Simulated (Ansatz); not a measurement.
Basis-set extrapolation for `N/C(S)=C(\O)F` (PBE0-D4/def2-TZVP geometry, frozen core, Ansatz). Multiplicity 1, RHF reference.

|  | def2-TZVPP | def2-QZVPP |
| --- | --- | --- |
| HF | -704.451084 | -704.476299 |
| MP2 correlation | -1.187898 | -1.283451 |
| CCSD(T) correlation | -1.268154 | not run |

Energies in hartree. Use E(X) = E(∞) + A·exp(−7.88·√X) for Hartree–Fock and E(X) = E(∞) + B·X^(−2.97) for correlation, with X = 3 and 4, and add CCSD(T) minus MP2 of the smaller set to the MP2 limit.

Problem. What is the CCSD(T) energy at the basis-set limit?

Solution. HF limit: -704.476299 + (-0.025215) × 0.13774 = -704.47977. MP2 limit: -1.283451 + (-0.095553) × 0.74074 = -1.35423. Higher-order term: -1.268154 − (-1.187898) = -0.08026. Total: -705.91426 hartree, 122.4 kcal/mol below CCSD(T)/def2-TZVPP.
